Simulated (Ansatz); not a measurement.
# One shape, several levels: SiCl2 (SMILES Cl[Si]Cl)

We compute a comparison of 6 runs (HF/STO-3G, B2PLYP/STO-3G, revPBE/STO-3G, wB97M-V/STO-3G, UMP2/STO-3G, CCSD/STO-3G) of SiCl2. 

The results are computed with Ansatz 0.2.0.

39 further runs of the same task are left out: 4 that didn't finish, 35 set aside as unsound or not needed.

## (1) The system as given

SiCl2 has 3 atoms, charge 0, and is taken as a singlet. As SMILES, `Cl[Si]Cl`. The Cl3–Si1 distance was set to 5.130 Å, away from the relaxed value. At this shape a bond of the SMILES string is far longer than usual.

Bond lengths: Si1–Cl2 2.052 Å.

## (2) The energy at HF/STO-3G (run 1)

Contents of molecule.yaml:

```yaml
crystal:
  periodic: [false, false, false]
  atoms:
    - {symbol: Si, position_ang: [2.392970, -0.056209, -2.811226]}
    - {symbol: Cl, position_ang: [3.969460, -0.068199, -1.497806]}
    - {symbol: Cl, position_ang: [-1.586770, 0.025890, 0.425270]}
basis:
  gaussian: {orbitals: STO-3G}
hamiltonian: {xc: hf}
accuracy: high
```

The run is started by

```console
$ ansatz run molecule.yaml --threads 1 --pin off --max-ram 2610MiB --events-out events.jsonl --progress --plain --runs-dir runs
```

Log:

```text
Warning: RAYON_NUM_THREADS=1 ignored (pool sized by the plan → 1); use --threads N
Functional definition: HF
  name "HF"
  exchange = exact_x
  correlation = 0
433 factors; integrals over basis functions are off by at most 1.8e-8 eV
mean field evaluation 1: about -32504.2083 eV, gradient 1.6e1 eV
mean field evaluation 2: about -32504.2290 eV, gradient 1.6e1 eV
mean field evaluation 4: about -32505.4023 eV, gradient 1.1e1 eV
mean field evaluation 8: about -32506.0197 eV, gradient 7.4e-1 eV
mean field evaluation 16: about -32506.5145 eV, gradient 1.4e-1 eV
mean field evaluation 32: about -32506.5006 eV, gradient 6.4e-2 eV
mean field evaluation 64: about -32501.3276 eV, gradient 2.7e1 eV
mean field evaluation 96: about -32506.4173 eV, gradient 1.6e0 eV
mean field -32506.51508658 eV, -1194.5923957245 hartree, gradient 1.9e-8 eV, S^2 0.000000; 1 other end points of the search recorded, 0 dependent functions left out
reference -32506.51508658 eV, -1194.5923957245 hartree; 24, 24 occupied and 3, 3 virtual orbitals, 433 factors
Total energy: -32506.51508658 eV, -1194.5923957245 hartree
```

Wall time 0.28 s (1 thread of Arm Neoverse V1, shared host).

## (3) The energy at B2PLYP/STO-3G (run 2)

Contents of in.yaml:

```yaml
crystal:
  periodic: [false, false, false]
  atoms:
    - {symbol: Si, position_ang: [2.392970, -0.056209, -2.811226]}
    - {symbol: Cl, position_ang: [3.969460, -0.068199, -1.497806]}
    - {symbol: Cl, position_ang: [-1.586770, 0.025890, 0.425270]}
basis:
  gaussian:
    orbitals: STO-3G
hamiltonian:
  xc: {name: B2PLYP}
correlation:
  frozen_orbitals: {Cl: 5, Si: 5}
accuracy: high
```

The run is started by

```console
$ ansatz run in.yaml --threads 1 --pin off --max-ram 2610MiB --events-out events.jsonl --progress --plain --runs-dir runs
```

Log (excerpt; [...] marks lines left out):

```text
Warning: RAYON_NUM_THREADS=1 ignored (pool sized by the plan → 1); use --threads N
Functional definition: B2PLYP
  name "B2PLYP"
[...]
433 factors; integrals over basis functions are off by at most 1.8e-8 eV
[...]
mean field -32541.65559422 eV, -1195.8837855611 hartree, gradient 1.8e-8 eV, S^2 0.000000; 6 other end points of the search recorded, 0 dependent functions left out; unrestricted orbitals would lower it
15 core orbitals not correlated: weight in the atoms' cores, before any rotation towards them, 1.000 or more for the frozen orbitals, at most 0.000 for the correlated occupied ones
reference -32541.65561628 eV, -1195.8837863720 hartree; 9, 9 occupied and 3, 3 virtual orbitals, 433 factors
second order -6.84595316 eV of doubles, -0.00000000 eV of singles
Total energy: -32543.50402363 eV, -1195.9517140893 hartree
```

Wall time 5.7 s (1 thread of Arm Neoverse V1, shared host); peak memory 0.1 GiB.

## (4) A single-point energy at revPBE/STO-3G (run 3)

in.yaml: that of step 3 with these lines changed.

```diff
@@ -10,5 +10,3 @@
 hamiltonian:
-  xc: {name: B2PLYP}
-correlation:
-  frozen_orbitals: {Cl: 5, Si: 5}
+  xc: {name: revPBE}
 accuracy: high
```

The run is started by

```console
$ ansatz run in.yaml --threads 1 --pin off --max-ram 2610MiB --events-out events.jsonl --progress --plain --runs-dir runs
```

Log:

```text
Warning: RAYON_NUM_THREADS=1 ignored (pool sized by the plan → 1); use --threads N
Functional definition: revPBE
  name "revPBE"
  parameter kappa = 1.245
  parameter beta = 0.06672455060314922
  exchange = pbe_x(kappa = kappa, mu = beta*pi^2/3)
  correlation = pbe_c(beta = beta)
433 factors; integrals over basis functions are off by at most 1.8e-8 eV
mean field evaluation 1: about -32543.6722 eV, gradient 2.1e1 eV
mean field evaluation 2: about -32268.7838 eV, gradient 2.3e1 eV
mean field evaluation 4: about -32544.0854 eV, gradient 2.2e1 eV
mean field evaluation 8: about -32545.9006 eV, gradient 1.1e1 eV
mean field evaluation 16: about -32549.7715 eV, gradient 2.9e-3 eV
mean field evaluation 32: about -32531.1408 eV, gradient 5.4e1 eV
mean field evaluation 64: about -32549.7715 eV, gradient 2.7e-3 eV
mean field -32549.77154027 eV, -1196.1820410773 hartree, gradient 1.2e-8 eV, S^2 0.000000; 4 other end points of the search recorded, 0 dependent functions left out
reference -32549.77154289 eV, -1196.1820411735 hartree; 24, 24 occupied and 3, 3 virtual orbitals, 433 factors
Total energy: -32549.77154289 eV, -1196.1820411735 hartree
```

It took 4.8 s on 1 thread of Arm Neoverse V1, shared host; peak memory 0.1 GiB.

Runs 4 to 5 aren't shown in full; the table further down has their settings and results.

## (5) The energy at CCSD/STO-3G (run 6)

Contents of input.yaml:

```yaml
crystal:
  periodic: [false, false, false]
  atoms:
    - {symbol: Si, position_ang: [2.392970, -0.056209, -2.811226]}
    - {symbol: Cl, position_ang: [3.969460, -0.068199, -1.497806]}
    - {symbol: Cl, position_ang: [-1.586770, 0.025890, 0.425270]}
basis:
  gaussian:
    orbitals: STO-3G
correlation:
  method: ccsd
  frozen_orbitals: {Cl: 5, Si: 5}
accuracy: high
scf:
  omitted_lower_state_checks: [cluster_reference, increment]
```

The run is started by

```console
$ ansatz run input.yaml --threads 1 --pin off --max-ram 2610MiB --events-out events.jsonl --progress --plain --runs-dir runs
```

Log:

```text
Warning: RAYON_NUM_THREADS=1 ignored (pool sized by the plan → 1); use --threads N
[... 14 lines left out ...]
15 core orbitals not correlated: weight in the atoms' cores, before any rotation towards them, 1.000 or more for the frozen orbitals, at most 0.000 for the correlated occupied ones
[... 73 lines left out ...]
WARN: these amplitudes may be one of several solutions (largest doubles amplitude 1.82, level shift 5.70 eV)
Total energy: -32510.36689602 eV, -1194.7339471106 hartree
Checks for a lower state left out: cluster_reference, increment
```

Run time: 0.66 s. Hardware: 1 thread of Arm Neoverse V1, shared host.

## (6) The series

```csv
run,level,frozen core orbitals,energy (Eh),wall time
1,HF/STO-3G,–,-1194.592396,0.28 s
2,B2PLYP/STO-3G,15,-1195.951714,5.7 s
3,revPBE/STO-3G,–,-1196.182041,4.8 s
4,wB97M-V/STO-3G,–,-1196.478853,40 s
5,UMP2/STO-3G,15,-1194.726359,2.7 s
6,CCSD/STO-3G,15,-1194.733947,0.66 s
```

## (7) Summary of results

| quantity | value |
| --- | --- |
| run 6: total energy | -1194.73395 Eh |
| run 6: correlation energy (15 core orbitals frozen) | -141.6 mEh |
| run 6: T1 diagnostic | 0.243 |

**Reading.** Below the HF energy at the same shape and in the same basis (STO-3G): UMP2 -134.0 mEh; CCSD -141.6 mEh. Some of these start from another determinant than that one, so these aren't their correlation energies. Totals of different functionals can't be ranked against each other. In run 6 the T1 diagnostic is large, so a single reference may not serve. In runs 2, 6 the log says that unrestricted orbitals would lower the reference, so the values rest on an unstable closed-shell determinant (other closed-shell runs at this shape may share the fault). In runs 1, 2, 3, 4, 5, 6 the basis is minimal, so the values are rough. In runs 1, 2, 3, 4, 6 a closed-shell determinant meets a far-stretched bond, which it describes badly. Spin contamination of the reference: run 5 ⟨S²⟩ = 1.00. Where it is this large, the reference is a mixture of spin states, and values that rest on it are in doubt. All runs together took 54 s, the longest 40 s.
